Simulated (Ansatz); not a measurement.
CH$_{2}$FNS (`N=C(F)S`). Charge 0, multiplicity 1. All single points use the PBE0-D4/def2-TZVP geometry. It is one conformer, not always the lowest.

```xyz
6

N    -0.712    1.035    0.069
C    -0.125    0.122   -0.537
F    -0.196    0.077   -1.866
S     0.862   -1.246   -0.024
H    -0.602    0.987    1.074
H     0.774   -0.975    1.286
```

Question: What is the dipole moment at ωB97M-V/def2-TZVPP? (Estimate.)

Answer: The calculation gave: 3.00 D, with components (1.05, -1.24, 2.52) D in this frame, pointing from negative to positive charge.

Question: And with PBE, r2SCAN, B3LYP? (Best estimate.)

Answer: Computed: PBE 2.80 D, r2SCAN 2.89 D, B3LYP 2.98 D.

Question: Give the Mulliken charges with ωB97M-V, PBE, r2SCAN in def2-TZVPP. (Best estimate.)

Answer: Computed: 
```tsv
atom	ωB97M-V	PBE	r2SCAN
N1	-0.18	-0.18	-0.26
C2	0.16	0.12	0.22
F3	-0.16	-0.12	-0.16
S4	-0.04	-0.08	-0.06
H5	0.12	0.16	0.16
H6	0.10	0.11	0.09
```

B3LYP here is the variant with VWN-RPA as its local correlation; programs differ in this.
